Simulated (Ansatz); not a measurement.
**AlPH (quartet): B2PLYP, PBE-QIDH, RPA-PBE over a scan of the scale of all distances, 6-31G**

How well do these functionals follow the top wave-function level for AlPH (quartet) over a scan of the scale of all distances?

The runs use Ansatz 0.2.0, Gaussian basis; 6-31G, all electrons in the functionals, frozen cores in the correlation of double hybrids and RPA.

The runs, in order: B2PLYP, PBE-QIDH, RPA-PBE, at 0.893; 1.000; 1.120; 1.285; 1.482; 1.783; 2.002; 2.375.

10 further runs of the same task are left out: 7 that didn't finish, 3 set aside as unsound or not needed.

**1. The geometry**

The geometry derives from a PBE0/def2-TZVP stationary point (not a proven minimum). All distances are scaled together.

3 atoms, charge 0, spin multiplicity 4.

Atoms are counted from 1 here; the program's logs count them from 0.

Bond lengths: Al1–P2 2.392 Å, P2–H3 1.430 Å. Angles: Al1–P2–H3 98.4°.

No dispersion term is added.

The geometry shown and the zero of energy belong to the point 1.000. The yardstick, FCI, and other wave-function levels (R restricted, U unrestricted, valence and pair active spaces) come from earlier runs.

**2. B2PLYP, 0.893**

in.yaml

```yaml
crystal:
  periodic: [false, false, false]
  atoms:
    - {symbol: Al, position_ang: [0.000000, 0.031115, 1.161402]}
    - {symbol: P, position_ang: [0.000000, -0.065764, -0.972171]}
    - {symbol: H, position_ang: [0.000000, 1.188018, -1.214970]}
basis:
  gaussian: {orbitals: 6-31G}
magnetization: {spin_polarized: true, initial_magnetization: 3}
hamiltonian: {xc: {name: B2PLYP}}
correlation: {electrons: outside_noble_gas}
```

Run with:

```bash
$ ansatz run in.yaml --threads 1 --pin off --events-out ev --progress --plain --max-ram 2393MiB
```

After this run come: B2PLYP, 1.000; B2PLYP, 1.120; B2PLYP, 1.285; B2PLYP, 1.482; B2PLYP, 1.783; B2PLYP, 2.002; B2PLYP, 2.375; PBE-QIDH, 0.893; PBE-QIDH, 1.000; PBE-QIDH, 1.120; PBE-QIDH, 1.285; PBE-QIDH, 1.482; PBE-QIDH, 1.783; PBE-QIDH, 2.002; PBE-QIDH, 2.375; RPA-PBE, 0.893; RPA-PBE, 1.000; RPA-PBE, 1.120; RPA-PBE, 1.285; RPA-PBE, 1.482; RPA-PBE, 1.783; RPA-PBE, 2.002; RPA-PBE, 2.375.

**Question.** What will the summary of the whole plan be? Wanted: span of the FCI curve; largest miss, B2PLYP; largest miss, PBE-QIDH; largest miss, RPA-PBE.

As calculated:

| quantity | value |
| --- | --- |
| span of the FCI curve | 50.4 kcal/mol |
| largest miss, B2PLYP | +13.2 kcal/mol (1.783) |
| largest miss, PBE-QIDH | +16.0 kcal/mol (1.482) |
| largest miss, RPA-PBE | -2.5 kcal/mol (1.783) |

**Reading.** Of the functionals, RPA-PBE keep the smallest largest miss at the points compared (at most 2.5 kcal/mol) and PBE-QIDH strays most (16.0 kcal/mol, at 1.482). B2PLYP, PBE-QIDH, RPA-PBE clearly break the spin symmetry at some points (⟨S²⟩ up to 0.98 above the pure value), so energy there is bought with a mixed spin. Functionals and the yardstick converge differently with the basis, so part of each miss in 6-31G is the basis.
